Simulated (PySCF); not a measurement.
**State search for SiS**

Unrestricted PBE0; basis Si 6-31G(d,p), S 6-31G(d,p); no relativity; PySCF 2.14. Outer shells of the fragments: Si 3s2 3p2; S 3s2 3p4.

Followed along the bond (rough minima from three points):

| 2Ms+1 | unpaired | ⟨S²⟩ at the start | R at minimum (Å) | Te (eV) |
| --- | --- | --- | --- | --- |
| 1 | none | 0.00 | 1.95 | 0.00 |
| 3 | π ↑↑ | 2.01 | none in the scan | ≤ 2.91 |
| 5 | σ ↑, π ↑↑↑ | 6.00 | none in the scan | ≤ 5.35 |

Solutions found at the starting distance of 2.100 Å, counted from the lowest of them; the search is not exhaustive and high or unbound solutions are not listed, so other states can lie among these:

```tsv
2Ms+1	unpaired	term	E (eV)	⟨S²⟩	⟨Lz²⟩	μ (D)
1	none	¹Σ⁺	0.00	0.00	0.00	-2.50
3	π ↑↑	mixed	2.62	2.01	2.01	0.02
3	σ ↑, π ↑	³Π	2.96	2.01	1.01	-2.47
3	π ↑↑	mixed	2.97	2.01	2.01	-0.26
1	π ↑↓	mixed	3.04	1.01	2.01	-0.36
1	σ ↓, π ↑	mixed	3.32	1.02	1.01	-2.03
5	σ ↑, π ↑↑↑	⁵Π	5.15	6.00	1.00	-0.11
3	σ ↑, π ↑↑↓	mixed	6.09	3.01	3.02	0.57
1	σ ↓, π ↑↑↓	mixed	6.23	2.02	3.02	0.47
3	σ ↑↑	³Σ⁺	6.28	2.02	0.00	-1.31
3	σ ↑, π ↑	³Π	6.34	2.00	1.01	0.41
1	σ ↓, π ↑	mixed	6.53	1.01	1.01	0.46
5	π ↑↑↑↑	⁵Σ⁺	6.54	6.02	0.00	4.87
5	σ ↑↑, π ↑↑	mixed	8.36	6.01	2.01	0.63
```

A term symbol is given only where ⟨S²⟩ and ⟨Lz²⟩ are close to those of a pure state; real π, δ and φ orbitals otherwise mix terms. A positive dipole means Si(−)S(+).

The measured ground state is X ¹Σ+ (Huber and Herzberg, Constants of Diatomic Molecules (1979)).

Counting both spins, an empty level lies below a filled one in some of these solutions, because spin and occupation are held.
